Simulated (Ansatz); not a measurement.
Ansatz (a first-principles code) input (B3LYP-D3(BJ)/def2-TZVP):

Ansatz 0.2 input:
```yaml
crystal:
  periodic: [false, false, false]
  atoms:
    - {symbol: N, position_ang: [-0.00000000, -0.00000000, -0.67156643]}
    - {symbol: O, position_ang: [0.00000000, 0.00000000, 0.58762062]}
basis:
  gaussian:
    orbitals: def2-TZVP
hamiltonian:
  xc: b3lyp
  dispersion: d3bj
total_charge: -1
phonons: {temperatures: {t_min: 298.15, t_max: 298.15, t_step: 100}}
```

Output:

```
Functional definition: B3LYP
integrals: 0.01 GiB planned
306 factors; their error is unknown
mean field: 0.10 GiB planned
mean field evaluation 1: about -3532.1210 eV, gradient 3.7e1 eV
mean field evaluation 2: about -3525.5340 eV, gradient 7.6e1 eV
mean field evaluation 4: about -3534.6089 eV, gradient 4.7e0 eV
mean field evaluation 8: about -3534.6531 eV, gradient 2.0e-2 eV
mean field evaluation 16: about -3534.6531 eV, gradient 2.0e-5 eV
mean field -3534.65314728 eV, -129.8961072887 hartree, gradient 2.0e-5 eV, S^2 0.000000; 0 other end points of the search recorded, 0 dependent functions left out
the calculation of the forces begins
reference -3534.65328515 eV, -129.8961123552 hartree; 8, 8 occupied and 54, 54 virtual orbitals, 306 factors
these checks for a lower state are left out or cut short: stability, starts, cluster_reference, orbital_swaps, neighbouring_geometries, increment
integrals: 0.01 GiB planned
306 factors; their error is unknown
mean field: 0.10 GiB planned
mean field -3534.65314728 eV, -129.8961072887 hartree, gradient 1.2e-6 eV, S^2 0.000000; 0 other end points of the search recorded, 0 dependent functions left out
the calculation of the forces begins
reference -3534.65328515 eV, -129.8961123552 hartree; 8, 8 occupied and 54, 54 virtual orbitals, 306 factors
these checks for a lower state are left out or cut short: stability, starts, cluster_reference, orbital_swaps, neighbouring_geometries, increment
integrals: 0.01 GiB planned
306 factors; their error is unknown
mean field: 0.10 GiB planned
mean field evaluation 32: about -3534.6531 eV, gradient 1.2e-6 eV
mean field -3534.65314728 eV, -129.8961072887 hartree, gradient 1.2e-6 eV, S^2 0.000000; 0 other end points of the search recorded, 0 dependent functions left out
the calculation of the forces begins
reference -3534.65328515 eV, -129.8961123552 hartree; 8, 8 occupied and 54, 54 virtual orbitals, 306 factors
these checks for a lower state are left out or cut short: stability, starts, cluster_reference, orbital_swaps, neighbouring_geometries, increment
integrals: 0.01 GiB planned
306 factors; their error is unknown
mean field: 0.10 GiB planned
mean field -3534.65314728 eV, -129.8961072887 hartree, gradient 1.2e-6 eV, S^2 0.000000; 0 other end points of the search recorded, 0 dependent functions left out
the calculation of the forces begins
reference -3534.65328515 eV, -129.8961123552 hartree; 8, 8 occupied and 54, 54 virtual orbitals, 306 factors
these checks for a lower state are left out or cut short: stability, starts, cluster_reference, orbital_swaps, neighbouring_geometries, increment
integrals: 0.01 GiB planned
306 factors; their error is unknown
mean field: 0.10 GiB planned
mean field -3534.65314728 eV, -129.8961072887 hartree, gradient 1.2e-6 eV, S^2 0.000000; 0 other end points of the search recorded, 0 dependent functions left out
the calculation of the forces begins
reference -3534.65328515 eV, -129.8961123552 hartree; 8, 8 occupied and 54, 54 virtual orbitals, 306 factors
these checks for a lower state are left out or cut short: stability, starts, cluster_reference, orbital_swaps, neighbouring_geometries, increment
integrals: 0.01 GiB planned
306 factors; their error is unknown
mean field: 0.10 GiB planned
mean field -3534.65296450 eV, -129.8961005716 hartree, gradient 1.2e-6 eV, S^2 0.000000; 0 other end points of the search recorded, 0 dependent functions left out
the calculation of the forces begins
reference -3534.65310244 eV, -129.8961056406 hartree; 8, 8 occupied and 54, 54 virtual orbitals, 306 factors
these checks for a lower state are left out or cut short: stability, starts, cluster_reference, orbital_swaps, neighbouring_geometries, increment
integrals: 0.01 GiB planned
306 factors; their error is unknown
mean field: 0.10 GiB planned
mean field evaluation 64: about -3534.6530 eV, gradient 1.2e-6 eV
mean field -3534.65296654 eV, -129.8961006465 hartree, gradient 1.2e-6 eV, S^2 0.000000; 0 other end points of the search recorded, 0 dependent functions left out
the calculation of the forces begins
reference -3534.65310434 eV, -129.8961057106 hartree; 8, 8 occupied and 54, 54 virtual orbitals, 306 factors
these checks for a lower state are left out or cut short: stability, starts, cluster_reference, orbital_swaps, neighbouring_geometries, increment
integrals: 0.01 GiB planned
306 factors; their error is unknown
mean field: 0.10 GiB planned
mean field -3534.65314728 eV, -129.8961072887 hartree, gradient 1.2e-6 eV, S^2 0.000000; 0 other end points of the search recorded, 0 dependent functions left out
the calculation of the forces begins
reference -3534.65328515 eV, -129.8961123552 hartree; 8, 8 occupied and 54, 54 virtual orbitals, 306 factors
these checks for a lower state are left out or cut short: stability, starts, cluster_reference, orbital_swaps, neighbouring_geometries, increment
integrals: 0.01 GiB planned
306 factors; their error is unknown
mean field: 0.10 GiB planned
mean field -3534.65314728 eV, -129.8961072887 hartree, gradient 1.2e-6 eV, S^2 0.000000; 0 other end points of the search recorded, 0 dependent functions left out
the calculation of the forces begins
reference -3534.65328515 eV, -129.8961123552 hartree; 8, 8 occupied and 54, 54 virtual orbitals, 306 factors
these checks for a lower state are left out or cut short: stability, starts, cluster_reference, orbital_swaps, neighbouring_geometries, increment
integrals: 0.01 GiB planned
306 factors; their error is unknown
mean field: 0.10 GiB planned
mean field -3534.65314728 eV, -129.8961072887 hartree, gradient 1.2e-6 eV, S^2 0.000000; 0 other end points of the search recorded, 0 dependent functions left out
the calculation of the forces begins
reference -3534.65328515 eV, -129.8961123552 hartree; 8, 8 occupied and 54, 54 virtual orbitals, 306 factors
these checks for a lower state are left out or cut short: stability, starts, cluster_reference, orbital_swaps, neighbouring_geometries, increment
integrals: 0.01 GiB planned
306 factors; their error is unknown
mean field: 0.10 GiB planned
mean field evaluation 96: about -3534.6531 eV, gradient 1.2e-6 eV
mean field -3534.65314728 eV, -129.8961072887 hartree, gradient 1.2e-6 eV, S^2 0.000000; 0 other end points of the search recorded, 0 dependent functions left out
the calculation of the forces begins
reference -3534.65328515 eV, -129.8961123552 hartree; 8, 8 occupied and 54, 54 virtual orbitals, 306 factors
these checks for a lower state are left out or cut short: stability, starts, cluster_reference, orbital_swaps, neighbouring_geometries, increment
integrals: 0.01 GiB planned
306 factors; their error is unknown
mean field: 0.10 GiB planned
mean field -3534.65296654 eV, -129.8961006465 hartree, gradient 1.2e-6 eV, S^2 0.000000; 0 other end points of the search recorded, 0 dependent functions left out
the calculation of the forces begins
reference -3534.65310434 eV, -129.8961057106 hartree; 8, 8 occupied and 54, 54 virtual orbitals, 306 factors
these checks for a lower state are left out or cut short: stability, starts, cluster_reference, orbital_swaps, neighbouring_geometries, increment
integrals: 0.01 GiB planned
306 factors; their error is unknown
mean field: 0.10 GiB planned
mean field -3534.65296450 eV, -129.8961005716 hartree, gradient 1.2e-6 eV, S^2 0.000000; 0 other end points of the search recorded, 0 dependent functions left out
the calculation of the forces begins
reference -3534.65310244 eV, -129.8961056406 hartree; 8, 8 occupied and 54, 54 virtual orbitals, 306 factors
Total energy: -3534.66905760 eV, -129.8966919821 hartree
Atom 0 at    -0.000000    -0.000000    -0.671566 Å, force     0.000000     0.000000     0.000123 eV/Å
Atom 1 at     0.000000     0.000000     0.587621 Å, force    -0.000000    -0.000000    -0.000123 eV/Å
Dipole moment:     0.000000     0.000000     0.221582 e Å
Vibrations: 1455.29 cm⁻¹, zero-point energy 0.090216 eV
```
